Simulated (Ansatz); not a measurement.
Geometry optimisation, RKS PBE-D4/def2-SVP in Ansatz.

input.yaml

```yaml
crystal:
  periodic: [false, false, false]
  atoms:
    - { symbol: Al, position_ang: [0.079903, -0.21302, 0.182631] }
    - { symbol: H, position_ang: [0.506235, -0.857007, 1.531092] }
    - { symbol: "N", position_ang: [1.876132, 0.170932, -0.029908] }
    - { symbol: H, position_ang: [2.448021, -0.166029, 0.747217] }
    - { symbol: H, position_ang: [2.461022, 0.634384, -0.730206] }
    - { symbol: "N", position_ang: [-1.366993, 0.084518, -0.803586] }
    - { symbol: H, position_ang: [-2.316008, -0.170215, -0.523705] }
    - { symbol: H, position_ang: [-1.380412, 0.516436, -1.729335] }
basis:
  gaussian: { orbitals: def2-SVP }
hamiltonian:
  xc: pbe
  dispersion: d4
relax:
  f_tol: 0.03
  max_steps: 50
```

Command:

```bash
$ ansatz run input.yaml --threads 1 --pin off --max-ram 2048MiB --backend cpu --events-out ev --progress --plain --runs-dir out
```

**Question.** Where does it end, and by what steps?

**Answer.** The run converged. After 6 steps the energy has fallen by 0.607 eV; H2 moved furthest, 0.66 Å.

| step | energy less start (eV) | largest force component (eV/Å) | accepted |
| --- | --- | --- | --- |
| 0 | 0.0000 | 2.131 | yes |
| 1 | -0.3388 | 1.305 | yes |
| 2 | -0.4948 | 0.629 | yes |
| 3 | -0.5812 | 0.300 | yes |
| 4 | -0.6064 | 0.035 | yes |
| 5 | -0.6067 | 0.052 | yes |
| 6 | -0.6069 | 0.004 | yes |

```xyz
8
Properties=species:S:1:pos:R:3
Al 0.183 -0.285 0.351
H -0.095 -1.037 1.728
N 1.853 0.186 -0.079
H 2.662 -0.003 0.516
H 2.156 0.669 -0.927
N -1.177 0.081 -0.748
H -2.147 -0.167 -0.545
H -1.127 0.555 -1.652
```

The run took 14 s on 1 thread of Arm Neoverse V1 (shared host), peak memory 0.12 GiB.
